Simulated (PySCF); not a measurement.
Species: C₂H₂ClO (charge -1).
InChI=1S/C2H3ClO/c3-1-2-4/h1-2,4H/p-1/b2-1+

The closed-shell ground state was solved at several levels (PySCF, density fitting, gas phase, non-relativistic). Isolated species at its PBE0-D3(BJ)/def2-SVP geometry, gas phase. The geometry's basis has no diffuse functions, a weakness for an anion. Where the HOMO energy is positive, the finite basis confines the outermost electrons. No diffuse functions stand in STO-3G, def2-TZVP, pcSseg-1 and pcSseg-2, which bears on an anion's orbital energies.

```json
{"level": "KT2/pcSseg-2", "basis functions": "179", "total energy (Eh)": "-618.7811", "HOMO (eV)": "1.03", "LUMO (eV)": "4.62", "gap (eV)": "3.59"}
{"level": "PBE0/pcSseg-1", "basis functions": "85", "total energy (Eh)": "-612.4829", "HOMO (eV)": "0.24", "LUMO (eV)": "6.46", "gap (eV)": "6.22"}
{"level": "PBE0/STO-3G", "basis functions": "26", "total energy (Eh)": "-605.3962", "HOMO (eV)": "4.93", "LUMO (eV)": "12.37", "gap (eV)": "7.44"}
{"level": "PBE/pcSseg-2", "basis functions": "179", "total energy (Eh)": "-612.5763", "HOMO (eV)": "1.07", "LUMO (eV)": "4.66", "gap (eV)": "3.59"}
{"level": "BLYP/pcSseg-2", "basis functions": "179", "total energy (Eh)": "-612.8997", "HOMO (eV)": "1.19", "LUMO (eV)": "4.70", "gap (eV)": "3.51"}
{"level": "KT3/pcSseg-2", "basis functions": "179", "total energy (Eh)": "-618.2598", "HOMO (eV)": "1.08", "LUMO (eV)": "4.58", "gap (eV)": "3.50"}
{"level": "PBE0/def2-TZVP", "basis functions": "142", "total energy (Eh)": "-612.5942", "HOMO (eV)": "0.09", "LUMO (eV)": "6.16", "gap (eV)": "6.07"}
{"level": "PBE0/IGLO-III", "basis functions": "169", "total energy (Eh)": "-612.5922", "HOMO (eV)": "0.08", "LUMO (eV)": "5.94", "gap (eV)": "5.86"}
{"level": "PBE0/pcSseg-2", "basis functions": "179", "total energy (Eh)": "-612.6054", "HOMO (eV)": "-0.03", "LUMO (eV)": "5.48", "gap (eV)": "5.51"}
{"level": "B3LYP/def2-SVPD", "basis functions": "106", "total energy (Eh)": "-612.6262", "HOMO (eV)": "0.07", "LUMO (eV)": "4.44", "gap (eV)": "4.37"}
```

Q: Estimate the row for mPW1PW91/pcSseg-2, a basis of 179 functions; the other rows only guide the guess.

A: Total energy -612.9114 Eh, HOMO -0.05 eV, LUMO 5.47 eV, gap 5.52 eV.

Q: How much does the basis alone move the frontier levels among the 5 PBE0 rows?

A: The HOMO by 4.96 eV and the LUMO by 6.89 eV. By rising basis size (HOMO, LUMO in eV): STO-3G 4.93, 12.37; pcSseg-1 0.24, 6.46; def2-TZVP 0.09, 6.16; IGLO-III 0.08, 5.94; pcSseg-2 -0.03, 5.48.
